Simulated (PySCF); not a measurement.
C₃H₆FN.
Geometry (PBE0-D3(BJ)/def2-SVP, Å), atoms numbered from 1 in this order:
```xyz
11
C3H6FN angstrom
F      2.1697    0.6015   -0.5460
C      1.4072   -0.2162    0.2492
C      0.0146    0.3234    0.3734
C     -1.0359   -0.0179   -0.6092
N     -1.0038   -0.6590    0.6946
H      1.3705   -1.2269   -0.1901
H      1.8863   -0.2863    1.2411
H     -0.0478    1.3171    0.8356
H     -0.7962   -0.6662   -1.4594
H     -1.8007    0.7382   -0.8174
H     -1.7071   -0.2692    1.3182
```

The closed-shell ground state was solved at several levels (PySCF, density fitting, gas phase, non-relativistic).

```tsv
level	basis functions	total energy (Eh)	HOMO (eV)	LUMO (eV)	gap (eV)	dipole (D)
wB97X-D/def2-SVPD	151	-272.2069	-9.49	2.42	11.91	1.93
B3LYP/pcJ-1	195	-272.4832	-7.18	0.85	8.03	1.93
PBE0/pcSseg-1	115	-272.1462	-7.47	1.17	8.64	1.93
```

Problem. What might HF/pcSseg-2 (264 basis functions) give for the same quantities?

Solution. Total energy -271.0311 Eh, HOMO -10.99 eV, LUMO 2.54 eV, gap 13.53 eV, dipole 2.01 D.

Problem. Over all these levels, which gives the widest orbital gap and which the narrowest?

Solution. HF/pcSseg-2 (Hartree–Fock, all exact exchange) has the widest, 13.53 eV, and B3LYP/pcJ-1 (global hybrid, 20 % exact exchange) the narrowest, 8.03 eV. Functional and basis both differ between the two, so the spread mixes both effects.

Problem. How far do the dipole and the HOMO energy spread over the levels?

Solution. The dipole runs from 1.93 to 2.01 D (mean 1.95 D) and the HOMO from -10.99 to -7.18 eV.

One conformer stands for the species.

wB97X-D is run here without its empirical dispersion term; that term would change no orbital, density or response property at a fixed geometry.
